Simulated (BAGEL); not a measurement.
# RI-MP2/3-21G (density fitting with svp-jkfit) run of C3H2O (SMILES C1=COC=1)

Wanted: a geometry optimisation of C3H2O. 

Program for the calculation: BAGEL 1.2.2.

6 further runs of the same task are left out: 6 that didn't finish.

## Step 1: The structure to begin with

C3H2O: 6 atoms, total charge 0, spin state singlet. SMILES: `C1=COC=1`. Geometry: a rough force-field guess. The run starts from this shape.

Bond lengths: C1–C2 1.182 Å, C2–O3 1.406 Å, C1–C4 1.171 Å, O3–C4 1.363 Å, C2–H5 1.097 Å, C4–H6 1.145 Å. Angles: C1–C2–O3 77.3°, C2–C1–C4 113.1°, C2–O3–C4 90.3°, C1–C4–O3 79.4°, C1–C2–H5 145.7°, O3–C2–H5 137.0°, C1–C4–H6 148.0°, O3–C4–H6 132.5°. A long bond or contact: C2–C4 1.963 Å.

## Step 2: A geometry optimisation at RI-MP2/3-21G (density fitting with svp-jkfit)

input.json

```json
{ "bagel": [

{
  "title": "molecule",
  "basis": "3-21g",
  "df_basis": "svp-jkfit",
  "angstrom": true,
  "geometry": [
    { "atom": "C", "xyz": [    0.262200,    0.595100,    0.249000 ] },
    { "atom": "C", "xyz": [    0.825100,   -0.035200,   -0.576800 ] },
    { "atom": "O", "xyz": [   -0.317400,   -0.812700,   -0.318500 ] },
    { "atom": "C", "xyz": [   -0.744400,    0.105900,    0.593200 ] },
    { "atom": "H", "xyz": [    1.712900,   -0.101900,   -1.217500 ] },
    { "atom": "H", "xyz": [   -1.696300,    0.184800,    1.224400 ] }
  ]
},
{
  "title": "optimize",
  "maxiter": 40,
  "method": [
    { "title": "mp2", "ncore": 4 }
  ]
}

]}
```

The run is started by

```bash
BAGEL_NUM_THREADS=1 BAGEL input.json > input.out
```

Log:

```text
* using 1 threads per process

  ===============================================================
  ===============================================================

  *** Geometry ***

  { "atom" : "C", "xyz" : [      0.495486,      1.124576,      0.470542 ] },
  { "atom" : "C", "xyz" : [      1.559213,     -0.066518,     -1.089994 ] },
  { "atom" : "O", "xyz" : [     -0.599799,     -1.535780,     -0.601878 ] },
  { "atom" : "C", "xyz" : [     -1.406712,      0.200122,      1.120986 ] },
  { "atom" : "H", "xyz" : [      3.236912,     -0.192563,     -2.300742 ] },
  { "atom" : "H", "xyz" : [     -3.205542,      0.349221,      2.313781 ] },

  Number of auxiliary basis functions:      338

  Since a DF basis is specified, we compute 2- and 3-index integrals:
    o Being stored without compression. Storage requirement is 0.004 GB

  Number of basis functions:       40
  Number of electrons      :       28

    * METHOD: MOLECULE                             0.09

    o Connectivitiy analysis
       bond:       0     1     bond length    2.2328 bohr
       bond:       0     2     bond length    3.0704 bohr
       bond:       0     3     bond length    2.2127 bohr
       bond:       1     2     bond length    2.6568 bohr
       bond:       1     3     bond length    3.7089 bohr
       bond:       1     4     bond length    2.0728 bohr
       bond:       2     3     bond length    2.5754 bohr
       bond:       3     5     bond length    2.1635 bohr
      Nonredundant internal coordinate generated (dim = 12)
    * Use approximate Hessian for optimization

  *** RHF ***

  === Nuclear Repulsion ===
   108.8342224384

      * DIIS with orbital gradients will be used.

  === RHF iteration (3-21g) ===
      0       -188.05732273          0.01757862           0.01
      1       -188.09762232          0.00577491           0.01
      2       -188.10040661          0.00393014           0.01
      3       -188.10203100          0.00034368           0.01
      4       -188.10205676          0.00012885           0.01
      5       -188.10206206          0.00004688           0.01
      6       -188.10206454          0.00003665           0.01
      7       -188.10206676          0.00003319           0.01
      8       -188.10207061          0.00002838           0.02
      9       -188.10207655          0.00002070           0.01
     10       -188.10207956          0.00001216           0.01
     11       -188.10208058          0.00000571           0.01
     12       -188.10208072          0.00000292           0.02
     13       -188.10208073          0.00000138           0.01
     14       -188.10208073          0.00000091           0.01
     15       -188.10208073          0.00000062           0.01
     16       -188.10208073          0.00000036           0.01
     17       -188.10208073          0.00000025           0.02
     18       -188.10208073          0.00000022           0.02
     19       -188.10208073          0.00000017           0.02
     20       -188.10208073          0.00000009           0.02
     21       -188.10208073          0.00000005           0.02
     22       -188.10208073          0.00000003           0.02
     23       -188.10208073          0.00000001           0.02
     24       -188.10208073          0.00000001           0.01
    * SCF iteration converged.

    * Permanent dipole moment:
           (   -0.196628,    -0.604765,    -0.237694) a.u.

  === DF-MP2 calculation ===

    * freezing 4 orbitals

      MP2 correlation energy:   -0.3785617215

    * Permanent dipole moment: MP2 unrelaxed
           (   -0.160722,    -0.516053,    -0.201746) a.u.

  === Z-vector iteration ===

      0     0.00154909971716           0.00
      1     0.00043206059393           0.00
      2     0.00014089198704           0.00
      3     0.00003983399842           0.00
      4     0.00001487498576           0.00
      5     0.00000733308094           0.00
      6     0.00000461901031           0.00
      7     0.00000392537582           0.00
      8     0.00000342246649           0.00
      9     0.00000145297785           0.00
     10     0.00000051004578           0.00
     11     0.00000025031539           0.00
     12     0.00000006830793           0.00
     13     0.00000001915666           0.00
     14     0.00000000386401           0.00

    * Permanent dipole moment: MP2 relaxed
           (   -0.066091,    -0.258058,    -0.091258) a.u.

  * Nuclear energy gradient

    o Atom   0
        x         -0.1310057404
        y         -0.2866060144
        z         -0.1093916258
    o Atom   1
        x         -0.2928331445
        y          0.0865677582
        z          0.2644298278
    o Atom   2
        x          0.0386348912
        y          0.1479342740
        z          0.0750109126
    o Atom   3
        x          0.4002678805
        y          0.0271990799
        z         -0.2531078424
    o Atom   4
        x          0.0247246481
        y          0.0136783432
        z         -0.0095004641
    o Atom   5
        x         -0.0397885349
        y          0.0112265591
        z          0.0325591919

  === Convergence status ===

                         Maximum     Tolerance   Converged?
  * Gradient            0.400268      0.000300           No
  * Displacement        0.131247      0.001200           No
  * Energy change    -188.480642      0.000001           No

  *** Geometry optimization started ***
     iter         energy               grad rms       time

      1       -188.48064245          0.17193667        0.92
      2       -188.59750739          0.06588867        0.85
      3       -188.62577455          0.02355169        0.90
      4       -188.63263349          0.00886041        0.96
      5       -188.63436083          0.00679243        0.80
      6       -188.63713050          0.00788367        0.91
      7       -188.63398655          0.02646600        0.90
      8       -188.64109055          0.01729553        0.81
      9       -188.64427230          0.00873794        0.77
     10       -188.64544969          0.00716870        0.81
     11       -188.64106498          0.01320439        0.79
     12       -188.64768717          0.00898408        0.84
     13       -188.64832780          0.00743324        0.65
     14       -188.64575247          0.01171379        0.64
     15       -188.64990870          0.00385731        0.63
     16       -188.65007027          0.00316352        0.58
     17       -188.64896915          0.00648103        0.61
     18       -188.65067550          0.00207494        0.63
     19       -188.65085524          0.00181034        0.61
     20       -188.65092708          0.00115500        0.60
     21       -188.65095205          0.00094376        0.59
     22       -188.65095635          0.00076784        0.56
     23       -188.65096888          0.00051199        0.58
     24       -188.65097249          0.00044868        0.57
     25       -188.65078757          0.00200461        0.59
     26       -188.65098122          0.00015487        0.60
     27       -188.65098153          0.00011472        0.54

  *** Geometry ***

  { "atom" : "C", "xyz" : [      0.553540,      1.266510,      0.529442 ] },
  { "atom" : "C", "xyz" : [      1.788678,     -0.064991,     -1.246689 ] },
  { "atom" : "O", "xyz" : [     -0.770723,     -1.510501,     -0.939798 ] },
  { "atom" : "C", "xyz" : [     -1.410184,     -0.038041,      1.863450 ] },
  { "atom" : "H", "xyz" : [      3.028941,     -0.180013,     -2.835683 ] },
  { "atom" : "H", "xyz" : [     -3.334464,      0.702650,      1.684057 ] },

    * METHOD: OPTIMIZE                            19.24

  ===============================================================
```

Run time: 20 s. Hardware: 1 thread of Arm Neoverse V1, shared host; peak memory 0.081 GiB.

Step by step:

| step | energy from the first frame kept (eV) | largest force (eV/Å) |
| --- | --- | --- |
| 0 | 0.0000 | 24.3926 |
| 2 | -3.9492 | 2.9042 |
| 4 | -4.1829 | 0.9143 |
| 6 | -4.1727 | 3.5044 |
| 8 | -4.4526 | 1.1464 |
| 10 | -4.3653 | 1.6902 |
| 12 | -4.5630 | 0.9721 |
| 14 | -4.6060 | 0.5380 |
| 16 | -4.5804 | 0.8745 |
| 18 | -4.6317 | 0.2515 |
| 20 | -4.6344 | 0.1195 |
| 22 | -4.6348 | 0.0738 |
| 24 | -4.6299 | 0.2734 |
| 26 | -4.6352 | 0.0162 |

After the run. Bond lengths: C1–C2 1.344 Å, C2–O3 1.564 Å, C1–C4 1.433 Å, C2–H5 1.068 Å, C4–H6 1.095 Å. Angles: C1–C2–O3 76.3°, C2–C1–C4 116.4°, C1–C2–H5 151.5°, O3–C2–H5 125.9°, C1–C4–H6 117.3°. A long bond or contact: O3–C4 1.709 Å.

## Step 3: Outcome

Level: RI-MP2/3-21G (density fitting with svp-jkfit), 4 core orbitals frozen.

| quantity | value |
| --- | --- |
| total energy at the end | -188.65098 Eh |

What this shows: At the final geometry: Bond lengths: C1–C2 1.344 Å, C2–O3 1.564 Å, C1–C4 1.433 Å, C2–H5 1.068 Å, C4–H6 1.095 Å. Angles: C1–C2–O3 76.3°, C2–C1–C4 116.4°, C1–C2–H5 151.5°, O3–C2–H5 125.9°, C1–C4–H6 117.3°. A long bond or contact: O3–C4 1.709 Å. The optimisation took 27 steps and changed the energy by -4.635 eV.
